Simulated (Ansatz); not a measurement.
# O₂+ (doublet): a ladder of functionals and wavefunction methods

One table from this session's results is given with a row withheld; the runs are named, their logs left out.

Computed with Ansatz 0.2.0, Gaussian basis. Level: functionals in def2-TZVPP, the program's frozen cores in correlated methods.

Levels to be run: LDA (SPW92), PBE-D4, revPBE-D4, BLYP-D4, r2SCAN-D4, B97M-V, PBE0-D4, B3LYP-D4, r2SCANh-D4, r2SCAN0-D4, HSE06-D4, BHLYP-D4, CAM-B3LYP-D4, LC-ωPBE, ωB97X-V, ωB97M-V, B2PLYP, PBE-QIDH; CCSD(T)/def2-SVP; CCSD(T)/def2-TZVPP; CCSD(T)/def2-QZVPP; extrapolation to the limit; RPA on PBE.

## Structure used throughout

An earlier PBE0-D4 in a triple-zeta def2 set relaxation fixed the geometry.

SMILES `O=[O+]`, 2 atoms, charge 1, spin multiplicity 2.

Atoms are counted from 1 here; the program's logs count them from 0.

Bond lengths: O1–O2 1.098 Å.

The first run:

The input, in.yaml:

```yaml
crystal:
  periodic: [false, false, false]
  atoms:
    - {symbol: O, position_ang: [0.469163, -0.151771, 0.241651]}
    - {symbol: O, position_ang: [-0.469163, 0.151771, -0.241651]}
basis:
  gaussian: {orbitals: def2-TZVPP}
total_charge: 1
magnetization: {spin_polarized: true, initial_magnetization: 1}
hamiltonian: {xc: lda}
output: {orbitals: {seedname: orbitals}}
```

Command:

```console
ansatz run in.yaml --threads 2 --pin off --events-out ev --progress --plain --max-ram 32768MiB --backend cpu
```

Steps of the session up to this table: LDA; PBE-D4 (GGA); revPBE-D4 (GGA); BLYP-D4 (GGA); r2SCAN-D4 (meta-GGA); B97M-V (meta-GGA); PBE0-D4 (hybrid); B3LYP-D4 (hybrid); r2SCANh-D4 (hybrid); r2SCAN0-D4 (hybrid); HSE06-D4 (hybrid); BHLYP-D4 (hybrid); CAM-B3LYP-D4 (range-separated); LC-ωPBE (range-separated); ωB97X-V (range-separated); ωB97M-V (range-separated); B2PLYP (double hybrid); PBE-QIDH (double hybrid).

One of the session's tables, all rows but one given; the rest of the session is left out.

It belongs to the step «Frontier levels by functional». Levels are read from the orbital files that the runs wrote (highest filled and lowest empty over both spins):

```
  functional  HOMO (eV)  LUMO (eV)  gap (eV)
 LDA (SPW92)     -17.84     -17.93     -0.08
      PBE-D4     -17.84     -17.57      0.27
   revPBE-D4     -17.79     -17.47      0.32
     BLYP-D4     -17.87     -17.50      0.36
   r2SCAN-D4     -18.51     -17.45      1.06
      B97M-V     -18.55     -17.28      1.27
     PBE0-D4     -20.23     -16.03      4.21
    B3LYP-D4     -19.92     -16.45      3.47
  r2SCANh-D4     -19.41     -16.85      2.55
  r2SCAN0-D4     -20.75     -15.96      4.79
    HSE06-D4     -19.81     -16.43      3.39
    BHLYP-D4     -22.69     -14.43      8.26
CAM-B3LYP-D4     -21.87     -14.69      7.18
     LC-ωPBE          ?          ?         ?
     ωB97X-V     -22.70     -13.26      9.44
     ωB97M-V     -22.54     -13.26      9.28
```

**Question.** Estimate the row for LC-ωPBE.

**Answer.** HOMO (eV): -23.07; LUMO (eV): -13.21; gap (eV): 9.86. In the column «HOMO (eV)» it is the lowest.

Limits of these values: A negative gap means that an empty level lies below a filled one: whole occupations of an open shell aren't an aufbau state there.
